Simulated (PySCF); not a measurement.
# Shapes and spin states of SiF(OH)

Method: PBE0/[Si def2-TZVP, F def2-TZVP, O def2-TZVP, H def2-TZVP], no relativity, density fitting, PySCF.

Relaxations began from a few typed shapes and spin states; open shells are unrestricted. The search is not exhaustive: other isomers or separated fragments can lie lower, and high-lying points may rest on an excited occupation.

Order these stationary points by electronic energy, lowest first, in kJ/mol from the lowest minimum.
A. triplet C1: O–H 0.961 Å, Si–F 1.606 Å, Si–O 1.648 Å; F–Si–O 116.7°, H–O–Si 115.1°
B. triplet Cs: O–H 0.965 Å, Si–F 1.631 Å, Si–O 1.671 Å; F–Si–O 179.4°, H–O–Si 113.2°
C. singlet Cs: O–H 0.963 Å, Si–F 1.620 Å, Si–O 1.637 Å; F–Si–O 101.6°, H–O–Si 120.3°

C (0.0), A (268.6), B (350.6).

Which of them are minima?

By energy in kJ/mol, 0.0: minimum; 268.6: minimum; 350.6: saddle point, 1 imaginary mode.
